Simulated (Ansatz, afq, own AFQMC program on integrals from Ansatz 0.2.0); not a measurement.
**C2H6N, doublet in def2-TZVP, levels against AFQMC with the constraint released**

```
atom    x (Å)    y (Å)    z (Å)
   C  -0.8864   0.8775  -0.7022
   C  -0.3771  -0.4413  -0.2462
   N  -0.7270  -0.8711   1.0325
   H  -1.9869   0.9408  -0.6139
   H  -0.4762   1.7287  -0.1177
   H  -0.6339   1.0539  -1.7581
   H   0.6059  -0.7798  -0.5896
   H  -1.6990  -0.7042   1.2797
   H  -0.4709  -1.8304   1.2419
```

Basis def2-TZVP. Only valence electrons are correlated. Ansatz 0.2.0 and our own AFQMC program on the same integrals; the CISD trial comes from CCSD amplitudes, and released means the phaseless constraint is let go. Error bars are statistical, one sigma.

Determinant: UHF, the one that the program's search chose, which needn't be the lowest solution. The geometry is a PBE0/def2-SVP stationary point of this or a neighbouring charge and spin state.

No full CI on the walks' own integrals is used here. The released AFQMC energy serves as the reference, which it does only where one determinant dominates, the energy is flat over the last release times and near the phaseless one (40 meV or 2 meV an electron, half that with transition metals). On small molecules, where full CI could be run and the noise was under 10 meV, such values lay within 10 meV of it in 19 cases of 20, a flattering rate, since the rule was set on those same cases; what remains of the bias isn't in the error bar.

Cautions: the released value is read at 0.99 1/Eh with a noise of 12 meV, more than in the cases checked, later times being too noisy (meV from the phaseless value at times in 1/Eh: 11 ± 11 at 0.24, 21 ± 11 at 0.51, 34 ± 12 at 0.99, 37 ± 24 at 1.50).

- T1 diagnostic: 0.0146
- weight of the determinant in the CISD state: 0.835
- ⟨S²⟩ of the determinant: 0.763
- size of the correlated space: 19 electrons in 126 orbitals

Reference: AFQMC with the constraint released, correlation energy -15.871 ± 0.012 eV.

| level | E − E(reference) (kJ/mol) | share of correlation (%) |
| --- | --- | --- |
| HF | 1531.3 ± 1.2 | 0.00 |
| MP2 | 152.2 ± 1.2 | 90.06 |
| CCSD | 54.6 ± 1.2 | 96.43 |
| CCSD(T) | 0.8 ± 1.2 | 99.95 |
| ph-AFQMC/CISD | -3.3 ± 1.5 | 100.21 |

Released energies are given only where the last usable release times agree within the noise; a slower fall can still hide under it.
